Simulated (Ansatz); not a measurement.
## Active spaces for PH3, singlet

Calculated in Ansatz's Gaussian-basis code. Basis aug-cc-pV(D+d)Z on P, aug-cc-pVDZ on H, nonrelativistic, 5 orbitals frozen in the corrections. State-specific CASSCF; RHF is the lowest restricted (open-shell) Hartree–Fock solution met. No symmetry is imposed, so a solution can break that of the shape. The lowest solution met needn't be the lowest there is, nor hold the orbitals that a chemist would pick.

Geometry. A bond is stretched, to 1.33 times the sum of the covalent radii.

```xyz
4

P     0.1227    0.0000    0.0643
H    -0.2778    0.0000   -1.7304
H    -0.7816   -1.0398    0.3832
H    -0.7816    1.0398    0.3832
```

Question: What do CASSCF and its corrections give against RHF in CAS(2,2), and what are the occupations?

Answer: CASSCF -0.698 eV, SC-NEVPT2 -4.089 eV; occupations 1.93, 0.07.

Question: How do single-reference totals in the same basis and frozen core stand against SC-NEVPT2 in CAS(2,2)?

Answer: CCSD(T) -0.913 eV. Coupled cluster stands on the determinant that it favours, which can lie over the RHF solution above, and is in doubt where the occupations are far from 0, 1 and 2.
